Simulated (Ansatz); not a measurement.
# C₃H₆F₂: one species, many methods

The task here is to estimate one member of a computed series from the others.

Program: Ansatz 0.2.0, Gaussian basis. Level of theory: functionals in def2-TZVPP, the program's frozen cores in correlated methods. These are calculated values, not measurements.

Plan: LDA (SPW92), PBE-D4, revPBE-D4, BLYP-D4, r2SCAN-D4, B97M-V, PBE0-D4, B3LYP-D4, r2SCANh-D4, r2SCAN0-D4, HSE06-D4, BHLYP-D4, CAM-B3LYP-D4, LC-ωPBE, ωB97X-V, ωB97M-V, B2PLYP, PBE-QIDH; CCSD(T)/def2-SVP; CCSD(T)/def2-TZVPP; MP2/def2-QZVPP; extrapolation to the limit; RPA on PBE.

**The relaxed structure**

An earlier PBE0-D4 in a triple-zeta def2 set relaxation fixed the geometry.

SMILES `CC(F)CF`, 11 atoms, charge 0, spin multiplicity 1.

Atoms are counted from 1 here; the program's logs count them from 0.

Bond lengths: C1–C2 1.508 Å, C1–H6 1.090 Å, C1–H7 1.093 Å, C1–H8 1.092 Å, C2–F3 1.388 Å, C2–C4 1.504 Å, C2–H9 1.096 Å, C4–F5 1.377 Å, C4–H10 1.095 Å, C4–H11 1.095 Å. Angles: C2–C1–H6 109.8°, C2–C1–H7 110.8°, C2–C1–H8 110.7°, H6–C1–H7 108.4°, H6–C1–H8 108.3°, H7–C1–H8 108.7°, C1–C2–F3 109.0°, C1–C2–C4 112.2°, C1–C2–H9 111.2°, F3–C2–C4 108.6°, F3–C2–H9 106.6°, C4–C2–H9 109.1°, C2–C4–F5 110.8°, C2–C4–H10 109.9°, C2–C4–H11 110.0°, F5–C4–H10 108.3°, F5–C4–H11 108.3°, H10–C4–H11 109.5°.

The first run:

in.yaml

```yaml
crystal:
  periodic: [false, false, false]
  atoms:
    - {symbol: C, position_ang: [-0.882980, 0.099361, 0.945250]}
    - {symbol: C, position_ang: [0.124360, 0.553321, -0.081749]}
    - {symbol: F, position_ang: [1.160609, 1.214324, 0.563354]}
    - {symbol: C, position_ang: [0.700756, -0.597835, -0.859847]}
    - {symbol: F, position_ang: [1.472422, -0.143880, -1.905974]}
    - {symbol: H, position_ang: [-1.208927, 0.950363, 1.543890]}
    - {symbol: H, position_ang: [-0.446531, -0.645323, 1.614978]}
    - {symbol: H, position_ang: [-1.759391, -0.335748, 0.460567]}
    - {symbol: H, position_ang: [-0.319106, 1.271594, -0.780353]}
    - {symbol: H, position_ang: [-0.107143, -1.211756, -1.270812]}
    - {symbol: H, position_ang: [1.331330, -1.211520, -0.208806]}
basis:
  gaussian: {orbitals: def2-TZVPP}
hamiltonian: {xc: lda}
output: {orbitals: {seedname: orbitals}}
```

Among the steps run: LDA; PBE-D4 (GGA); revPBE-D4 (GGA); BLYP-D4 (GGA); r2SCAN-D4 (meta-GGA); B97M-V (meta-GGA); PBE0-D4 (hybrid); B3LYP-D4 (hybrid); r2SCANh-D4 (hybrid); r2SCAN0-D4 (hybrid); HSE06-D4 (hybrid); BHLYP-D4 (hybrid); CAM-B3LYP-D4 (range-separated); LC-ωPBE-D4 (range-separated; the results give it without D4); ωB97X-V (range-separated); ωB97M-V (range-separated); B2PLYP (double hybrid); PBE-QIDH (double hybrid).

One table of the session follows, with a row left open; its other results are not shown here.

It belongs to the step «Frontier levels by functional». 

```
  functional  HOMO (eV)  LUMO (eV)  gap (eV)
 LDA (SPW92)      -7.71       0.21      7.92
      PBE-D4      -7.55       0.37      7.92
   revPBE-D4      -7.48       0.44      7.92
     BLYP-D4      -7.52       0.33      7.84
   r2SCAN-D4      -7.92       1.17      9.10
      B97M-V      -8.12       0.52      8.63
     PBE0-D4          ?          ?         ?
    B3LYP-D4      -9.06       0.80      9.86
  r2SCANh-D4      -8.57       1.41      9.97
  r2SCAN0-D4      -9.52       1.72     11.24
    HSE06-D4      -8.86       0.79      9.65
    BHLYP-D4     -10.94       1.71     12.65
CAM-B3LYP-D4     -10.80       1.89     12.69
     LC-ωPBE     -12.07       3.22     15.29
     ωB97X-V     -11.76       3.02     14.78
     ωB97M-V     -11.68       2.59     14.27
```

Estimate the missing values for PBE0-D4.

**Answer.** HOMO (eV): -9.27; LUMO (eV): 1.16; gap (eV): 10.43. In the column «HOMO (eV)» it lies between r2SCAN0-D4 (-9.52) and B3LYP-D4 (-9.06).
